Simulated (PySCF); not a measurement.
# `InChI=1S/C4H5F/c1-2-3-4-5/h2,4H,1H3`

Geometry:
| atom | x (Å) | y (Å) | z (Å) |
| --- | --- | --- | --- |
| C1 | -1.439 | -0.033 | 0.834 |
| C2 | -0.628 | 0.193 | -0.401 |
| C3 | 0.631 | -0.108 | -0.538 |
| C4 | 1.872 | -0.458 | -0.691 |
| F5 | 2.901 | 0.363 | -0.401 |
| H6 | -1.843 | 0.914 | 1.202 |
| H7 | -0.842 | -0.489 | 1.623 |
| H8 | -2.293 | -0.681 | 0.617 |
| H9 | -1.142 | 0.650 | -1.246 |
| H10 | 2.203 | -1.421 | -1.060 |

The calculation used PySCF 2.14.0, quadratic response CAM-B3LYP/def2-TZVPD first hyperpolarisability, Taylor convention, gas phase. Geometry: PBE0-D3(BJ)/def2-TZVP.

**Question.** Give the tensor of the static β(0;0,0) in the axes of these coordinates.

**Answer.** In au, Taylor convention; rows are the first index (the induced dipole):
```tsv
	xx	yy	zz	xy	xz	yz
x	+70.3	+12.3	+7.4	+20.6	+22.7	-4.3
y	+20.6	+9.1	+13.8	+12.3	-4.3	-3.0
z	+22.7	-3.0	-0.7	-4.3	+7.4	+13.8
```
Norm of βᵢ = ⅓ Σⱼ (βᵢⱼⱼ + βⱼᵢⱼ + βⱼⱼᵢ): 101.8 au, hyper-Rayleigh value 40.8 au.
